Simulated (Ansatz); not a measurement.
**BSiH₃ (triplet): wave-function methods side by side at distance B1–H4 along a hydrogen transfer = 1.194 Å, cc-pVDZ**

How much of the correlation energy of BSiH₃ (triplet) does each wave-function method recover here?

The runs use Ansatz 0.2.0, Gaussian basis; cc-pVDZ, core rule «outside noble gas», up to 6 orbitals frozen.

The runs, in order: UHF; CCSD(T) on ROHF; CCSD(T) on UHF; BCCD(T) on ROHF; CISD; CCSDT(Q) on ROHF; CCSDT(Q) on UHF; CASSCF and MRCISD+Q, 4 electrons in 4 orbitals; CASSCF and NEVPT2, 4 electrons in 4 orbitals; CASSCF and NEVPT2, 10 electrons in 11 orbitals.

12 further runs of the same task are left out: 4 for a known fault of the program, 6 that didn't finish, 2 set aside as unsound or not needed.

### Step 1. The geometry

The geometry derives from fragments relaxed apart (PBE0/def2-TZVP) and kept rigid, so it is no stationary point. A hydrogen atom is moved between rigid fragments.

5 atoms, charge 0, spin multiplicity 3.

Atoms are counted from 1 here; the program's logs count them from 0.

Bond lengths: B1–H2 1.193 Å, B1–H3 1.193 Å, B1–H4 1.193 Å. Angles: H2–B1–H3 120.0°, H2–B1–H4 120.0°, H3–B1–H4 120.0°.

### Step 2. UHF

Contents of in.yaml:

```yaml
crystal:
  periodic: [false, false, false]
  atoms:
    - {symbol: B, position_ang: [-1.986471, 0.000000, 0.000000]}
    - {symbol: H, position_ang: [-2.583204, 1.033571, 0.000000]}
    - {symbol: H, position_ang: [-2.583204, -1.033571, 0.000000]}
    - {symbol: H, position_ang: [-0.793006, 0.000000, 0.000000]}
    - {symbol: Si, position_ang: [0.978529, 0.000000, 0.000000]}
basis:
  gaussian: {orbitals: cc-pVDZ}
magnetization: {spin_polarized: true, initial_magnetization: 2}
hamiltonian: {xc: hf}
output: {orbitals: {seedname: orbitals}}
```

Run with:

```console
$ ansatz run in.yaml --threads 1 --pin off --events-out ev --progress --plain --max-ram 2393MiB
```

The runs that follow: CCSD(T) on ROHF; CCSD(T) on UHF; BCCD(T) on ROHF; CISD; CCSDT(Q) on ROHF; CCSDT(Q) on UHF; CASSCF and MRCISD+Q, 4 electrons in 4 orbitals; CASSCF and NEVPT2, 4 electrons in 4 orbitals; CASSCF and NEVPT2, 10 electrons in 11 orbitals.

**Question.** What will the summary of the whole plan be? Wanted: UCCSDT(Q) below the RHF energy; RMP2 from UCCSDT(Q); UMP2 from UCCSDT(Q); RCCSD from UCCSDT(Q); RCCSD(T) from UCCSDT(Q); UCCSD(T) from UCCSDT(Q); RCCSDT(Q) from UCCSDT(Q); NEVPT2 pair from UCCSDT(Q); MRCISD+Q pair from UCCSDT(Q).

**Answer**, as computed:

| quantity | value |
| --- | --- |
| UCCSDT(Q) below the RHF energy | -5.3841 eV |
| RMP2 from UCCSDT(Q) | +1284.5 meV |
| UMP2 from UCCSDT(Q) | +1299.7 meV |
| RCCSD from UCCSDT(Q) | +152.4 meV |
| RCCSD(T) from UCCSDT(Q) | +37.0 meV |
| UCCSD(T) from UCCSDT(Q) | +36.8 meV |
| RCCSDT(Q) from UCCSDT(Q) | +0.5 meV |
| NEVPT2 pair from UCCSDT(Q) | +1261.9 meV |
| MRCISD+Q pair from UCCSDT(Q) | +52.0 meV |
| NEVPT2 valence from UCCSDT(Q) | +1108.5 meV |
| levels within 1 kcal/mol (43 meV) | RCCSD(T), UCCSD(T), BCCD(T), RCCSDT, UCCSDT, RCCSDT(Q) |
| T1 diagnostic | 0.026 |
| effectively unpaired electrons | 2.02 |

**Reading.** RCCSD(T) lands +37.0 meV from the yardstick (0.7 % of the correlation energy). One determinant dominates. Of the multireference levels listed MRCISD+Q pair comes nearest in total energy (+52.0 meV), which doesn't show that its space is the better one. These misses are within one basis, not against nature; the frozen cores of restricted and unrestricted runs differ, which can shift their rows.
